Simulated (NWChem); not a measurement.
**One shape, several levels: doublet C2H4OS+**

Aim: a comparison of 4 runs (UHF/def2-SVP, UM06-2X/def2-SVP, UPBE0/def2-SVP, UMP2/def2-SVP) of doublet C2H4OS+. 

The results are computed with NWChem 7.3.0.

4 further runs of the same task are left out: 4 that didn't finish. Runs told in other sessions of the task aren't counted.

**1. Starting point**

C2H4OS+: 8 atoms, total charge +1, spin state doublet. As SMILES of the parent species, `CC(=O)S`. The shape is that of a PBE0-D4/def2-TZVP optimisation. That shape belongs to the parent species and isn't relaxed for this state.

Bond lengths: C1–C2 1.502 Å, C2–O3 1.197 Å, C2–S4 1.790 Å, C1–H5 1.089 Å, C1–H6 1.091 Å, C1–H7 1.093 Å, S4–H8 1.343 Å. Angles: C1–C2–O3 124.3°, C1–C2–S4 112.8°, O3–C2–S4 122.9°, C2–C1–H5 109.1°, C2–C1–H6 111.9°, C2–C1–H7 108.4°, C2–S4–H8 94.2°, H5–C1–H6 110.6°, H5–C1–H7 108.7°, H6–C1–H7 108.0°.

**2. The energy at UHF/def2-SVP (run 1)**

File c2h4os.nw:

```
start c2h4os
memory 2200 mb
charge 1

geometry noautosym nocenter noautoz
   C     0.009370    1.055190   -0.001860
   C     0.278630   -0.411990   -0.177640
   O     1.155120   -0.860900   -0.857880
   S    -0.880520   -1.440710    0.717560
   H     0.927940    1.610960   -0.185020
   H    -0.384160    1.280630    0.989940
   H    -0.737970    1.359090   -0.739990
   H    -0.368420   -2.592290    0.254890
end

basis spherical bse
   * library def2-SVP
end

scf
   doublet
   uhf
   thresh 1e-08
   maxiter 80
   print medium
end

task scf energy
```

The run is started by

```console
$ nwchem c2h4os.nw > c2h4os.out
```

Log:

```text
[...]
  functions       =    80
[...]
  wavefunction    = UHF
[...]
         Total SCF energy =   -549.877684447946
      One electron energy =  -1052.659586890019
      Two electron energy =    348.581754954798
 Nuclear repulsion energy =    154.200147487275
                       Sz =      0.5000
                 Sz(Sz+1) =      0.7500
                      S^2 =      0.9350
[...]
```

Wall time 47 s (1 thread of AMD EPYC 7R43 (Zen 3), shared host); peak memory 0.096 GiB.

**3. The energy at UM06-2X/def2-SVP (run 2)**

File a.nw:

```
echo
start a
memory stack 880 mb heap 220 mb global 1100 mb
charge 1

geometry noautosym nocenter noautoz
  C     0.009370    1.055190   -0.001860
  C     0.278630   -0.411990   -0.177640
  O     1.155120   -0.860900   -0.857880
  S    -0.880520   -1.440710    0.717560
  H     0.927940    1.610960   -0.185020
  H    -0.384160    1.280630    0.989940
  H    -0.737970    1.359090   -0.739990
  H    -0.368420   -2.592290    0.254890
end

basis spherical bse
  * library def2-SVP
end

dft
  xc m06-2x
  mult 2
  grid xfine
  convergence energy 1e-08
  iterations 100
  mulliken
end

task dft energy
```

The run is started by

```console
$ nwchem a.nw > a.out
```

Log:

```text
[...]
          Wavefunction type:  spin polarized.
          No. of atoms     :     8
          No. of electrons :    39
[...]
          Charge           :     1
          Spin multiplicity:     2
[...]
          AO basis - number of functions:    80
[...]
              XC Information
              --------------
                       M06-2X Method XC Functional
                     Hartree-Fock (Exact) Exchange  0.540
                        M06-2X Exchange Functional  1.000
                      M06-2X Correlation Potential  1.000
[...]
 d= 0,ls=0.0,diis     1   -551.1501867014 -7.05D+02  1.53D-02  3.87D-01     7.1
[...]
 d= 0,ls=0.0,diis    35   -551.3288601622 -4.57D-09  8.57D-07  8.53D-10   257.8
[...]
         Total DFT energy =     -551.328860162235
      One electron energy =    -1053.230096891517
           Coulomb energy =      393.862943641463
    Exchange-Corr. energy =      -46.161854399456
 Nuclear repulsion energy =      154.200147487275
[...]
      Total Density - Mulliken Population Analysis
     ---------------------------------------------
    Atom       Charge   Shell Charges
 -----------   ------   -------------------------------------------------------
    1 C    6     6.04   1.99  0.88  0.17  2.14  0.84  0.02
    2 C    6     6.07   1.99  0.97  0.25  1.96  0.80  0.10
    3 O    8     8.04   1.99  1.13  0.68  2.77  1.45  0.02
    4 S   16    15.47   2.00  1.99  1.34  0.51  5.93  1.77  1.86  0.07
    5 H    1     0.85   0.71  0.11  0.02
    6 H    1     0.89   0.73  0.14  0.02
    7 H    1     0.85   0.71  0.11  0.02
    8 H    1     0.79   0.68  0.08  0.03
[...]
      <S2> =      0.7641 (Exact =     0.7500)
[...]
```

Wall time 4.3 min (1 thread of AMD EPYC 7R43 (Zen 3), shared host); peak memory 0.13 GiB.

Run 3 isn't shown in full; the table further down has it.

**4. The energy at UMP2/def2-SVP (run 4)**

File run.py:

```python
from ase import Atoms
from ase.calculators.nwchem import NWChem

atoms = Atoms(['C', 'C', 'O', 'S', 'H', 'H', 'H', 'H'], positions=[
    [0.009370, 1.055190, -0.001860],
    [0.278630, -0.411990, -0.177640],
    [1.155120, -0.860900, -0.857880],
    [-0.880520, -1.440710, 0.717560],
    [0.927940, 1.610960, -0.185020],
    [-0.384160, 1.280630, 0.989940],
    [-0.737970, 1.359090, -0.739990],
    [-0.368420, -2.592290, 0.254890],
])

calc = NWChem(
    label='work',
    theory='mp2',
    memory='2200 mb',
    basis='def2-SVP',
    basispar='spherical bse',
    charge=1,
    scf={'nopen': '1', 'uhf': None, 'thresh': '1e-08', 'maxiter': '80'},
    mp2={'freeze': 'core 8', 'tight': None},
    task='energy',
)
atoms.calc = calc

print(f"energy = {atoms.get_potential_energy():.6f} eV")
```

The run is started by

```console
$ export ASE_NWCHEM_COMMAND="nwchem PREFIX.nwi > PREFIX.nwo"
$ python run.py
```

Log:

```text
energy = -14977.764339 eV
```

The calculator wrote work.nwi:

```
title "work"

permanent_dir work

scratch_dir work

start work

geometry units angstrom nocenter noautosym noautoz
  C  9.3699999999999999e-03 1.0551900000000001e+00 -1.8600000000000001e-03
  C  2.7862999999999999e-01 -4.1199000000000002e-01 -1.7763999999999999e-01
  O  1.1551199999999999e+00 -8.6090000000000000e-01 -8.5787999999999998e-01
  S  -8.8051999999999997e-01 -1.4407099999999999e+00 7.1755999999999998e-01
  H  9.2793999999999999e-01 1.6109599999999999e+00 -1.8501999999999999e-01
  H  -3.8416000000000000e-01 1.2806299999999999e+00 9.8994000000000004e-01
  H  -7.3797000000000001e-01 1.3590899999999999e+00 -7.3999000000000004e-01
  H  -3.6842000000000003e-01 -2.5922900000000002e+00 2.5489000000000001e-01
end

charge 1

memory 2200 mb

basis spherical bse noprint
   * library def2-SVP
end

scf
  nopen 1
  uhf
  thresh 1e-08
  maxiter 80
end
mp2
  freeze core 8
  tight
end

task mp2 energy
```

work.nwo:

```text
Northwest Computational Chemistry Package (NWChem) 7.3.0
             --------------------------------------------------------

           Job information
           ---------------

    nwchem branch   = 7.3.0
    use scalapack   = T
    input           = work.nwi
    prefix          = work.
    data base       = work/work.db
    status          = startup
    nproc           =        1

           Memory information
           ------------------

[... 5 lines left out ...]
    hardfail = no
[... 39 lines left out ...]
            Nuclear Dipole moment (a.u.)
[... 90 lines left out ...]
 2-e energy   =     338.494176
[... 18 lines left out ...]
  ga_iter_lsolve: convergence stagnant ... aborting solve
[... 13 lines left out ...]
      One electron energy =  -1052.659586890054
[... 9 lines left out ...]
          Final alpha eigenvalues
[... 279 lines left out ...]
                     UHF Final Beta Molecular Orbital Analysis
[... 326 lines left out ...]
          ---------------------------------------------------
                    Spin Component Scaled (SCS) MP2
          Same spin pairs                     -0.136401765781
          Same spin scaling factor             0.333333333333
          Opposite spin pairs                 -0.408605446498
          Opposite spin scaling fact.          1.200000000000
          SCS-MP2 correlation energy          -0.535793791058
          Total SCS-MP2 energy              -550.413478239102
          ---------------------------------------------------

 -----------------------
 Task  times  cpu:       43.0s     wall:       43.0s
 Total times  cpu:       43.0s     wall:       43.0s
```

Wall time 44 s (1 thread of AMD EPYC 7R43 (Zen 3), shared host); peak memory 0.18 GiB.

**5. Overview of the runs**

| run | level | iteration cap | module | energy (Eh) | HOMO energy (eV) | LUMO energy (eV) | ⟨S²⟩ | wall time |
| --- | --- | --- | --- | --- | --- | --- | --- | --- |
| 1 | UHF/def2-SVP | 80 | scf | -549.877684 | -18.16 | -7.91 | 0.935 | 47 s |
| 2 | UM06-2X/def2-SVP | 100 | dft | -551.328860 | -15.76 | -11.66 | 0.764 | 4.3 min |
| 3 | UPBE0/def2-SVP | 100 | dft | -551.110716 | -14.39 | -12.66 | 0.765 | 81 s |
| 4 | UMP2/def2-SVP | 80 | mp2 | -550.422692 | -18.16 | -7.91 | 0.935 | 44 s |

**6. Results**

| quantity | value |
| --- | --- |
| run 4: total energy | -550.42269 Eh |
| run 4: HOMO energy (Hartree–Fock orbitals) (highest over α and β) | -18.16 eV |
| run 4: LUMO energy (Hartree–Fock orbitals) (lowest over α and β) | -7.91 eV |
| run 4: correlation energy (8 core orbitals frozen) | -545.0 mEh |
| run 4: ⟨S²⟩ of the reference determinant | 0.935 |

Totals of different functionals can't be ranked against each other. Spin contamination of the reference: run 1 ⟨S²⟩ = 0.94, run 4 ⟨S²⟩ = 0.94. All runs together took 7.2 min, the longest 4.3 min.
